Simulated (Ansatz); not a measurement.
Candidate structures of SiO₂, relaxed level by level: SiO2 (P4₁2₁2, No. 92); SiO2 (model structure, from the 3R-MoS2 type, R3m, No. 160); quartz-high SiO2 (high-temperature phase); stishovite (SiO2); α-quartz (SiO2). Levels: PBEsol in Ansatz (PAW), r²SCAN (Ansatz, an electronic-structure program, PAW).

Which structure has the lowest energy at each level, and how far above it lie the others?

Lowest: PBEsol, SiO2 (P4₁2₁2, No. 92) (within 10 meV/atom of α-quartz (SiO2), too close to call); r²SCAN, α-quartz (SiO2) (within 10 meV/atom of SiO2 (P4₁2₁2, No. 92), too close to call). Energies above the lowest of these candidates, meV/atom:

| structure | PBEsol | r²SCAN |
|---|---|---|
| α-quartz (SiO2) | 1 | 0 |
| SiO2 (P4₁2₁2, No. 92) | 0 | 7 |
| quartz-high SiO2 (high-temperature phase) | 8 | 10 |
| stishovite (SiO2) | 68 | 143 |
| SiO2 (model structure, from the 3R-MoS2 type, R3m, No. 160) | 989 | 1177 |

A measured cell is on file for: quartz-high SiO2 (high-temperature phase); stishovite (SiO2); α-quartz (SiO2); SiO2 (P4₁2₁2, No. 92).

Static-lattice energies; unlike cells have unlike k meshes, which leaves some meV/atom of uncertainty, and other structures than these can lie lower.

Note: symmetry holds this phase in the static calculation, where it need not be a minimum.

A model structure was made by putting elements into a prototype or built by hand; it is no filed structure, need not be a known phase, and can be a saddle point held by its symmetry.
